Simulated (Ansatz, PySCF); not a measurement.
Species: CS₂, charge 0, singlet. CS2 (methanedithione, SMILES S=C=S).
B3LYP-D3(BJ)/def2-TZVP minimum from Ansatz (an electronic-structure program):
```
C
S 1 1.5527
S 1 1.5527 2 180.00
```
Charge 0, spin multiplicity 1.

Total energies in hartree (Ansatz). UHF or UKS for unpaired electrons; spin-orbit terms are left out. Cores are frozen in correlated methods. No relativity.

| species | HF/cc-pV(T+d)Z | CCSD(T)/cc-pV(T+d)Z | HF/cc-pV(Q+d)Z | CCSD(T)/cc-pV(Q+d)Z | CCSDT(Q)/cc-pV(T+d)Z |
|---|---|---|---|---|---|
| 1: CS2 (SMILES S=C=S) | -832.97161 | -833.51376 | -832.98064 | -833.55780 | -833.51736 |
| 2: S (triplet) | -397.50938 | -397.65444 | -397.51264 | -397.66785 | -397.65537 |
| 3: C (triplet) | -37.69157 | -37.78076 | -37.69331 | -37.78654 | -37.78126 |

Q: Work out the enthalpy of formation at 298 K (by atomisation, with ideal-gas terms from PySCF's Hessian at B3LYP-D3(BJ)/def2-TZVP and the atoms' measured values of the G2/97 table; no spin-orbit terms) in kcal/mol: take Hartree-Fock from cc-pV(Q+d)Z, extrapolate the CCSD(T) correlation energy as X^-3 (X = 3, 4), and add CCSDT(Q) - CCSD(T) in cc-pV(T+d)Z. The further terms named in the bracket sum to +0.48740 hartree. 1 hartree = 627.51 kcal/mol.

A: 
Species 1: correlation (64·(-0.57716) - 27·(-0.54215))/37 = -0.60271; step -0.00360; E1 = -832.98064 + (-0.60271) + (-0.00360) = -833.58695
Species 2: correlation (64·(-0.15521) - 27·(-0.14506))/37 = -0.16262; step -0.00093; E2 = -397.51264 + (-0.16262) + (-0.00093) = -397.67619
Species 3: correlation (64·(-0.09323) - 27·(-0.08919))/37 = -0.09618; step -0.00050; E3 = -37.69331 + (-0.09618) + (-0.00050) = -37.78999
+1·E1 -2·E2 -1·E3 +0.48740 = 0.04282 hartree = 26.9 kcal/mol. Measured: 28.0 kcal/mol, 117.2 kJ/mol (G2/97 table in ASE (Curtiss et al.)); atomic spin-orbit terms, which the calculations lack, would raise the computed values. The composite differs from it by -1.1 kcal/mol; core, relativistic and spin-orbit terms are not in it.
